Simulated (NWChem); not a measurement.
**Total energies of fluoromethane (CH$_{3}$F)**

```
C
F 1 1.3634
H 1 1.1027 2 110.04
H 1 1.1027 3 108.90 2 -120.69
H 1 1.1027 3 108.90 4 -118.63
```
Charge 0, spin multiplicity 1.

All runs are NWChem calculations. The geometry was optimised at PBE0/def2-SVP, a minimum by its harmonic frequencies.

Basis set: 6-311G** (54 functions).

| method | total energy (Ha) |
|---|---|
| RHF | -139.07725 |
| MP2 | -139.43757 |
| B2PLYP | -139.66212 |
| PBE | -139.62209 |
| B3LYP | -139.78230 |
| CAM-B3LYP | -139.73092 |
| CCSD(T) | -139.46532 |

Total energies of different functionals aren't comparable as a measure of quality: only differences taken within one method are. 

The correlated methods keep 2 core orbitals frozen. B3LYP has NWChem's definition, with VWN1-RPA local correlation. The Pople sets run with spherical d functions. No row is a measurement; the coupled-cluster row has its own basis-set and correlation limits.
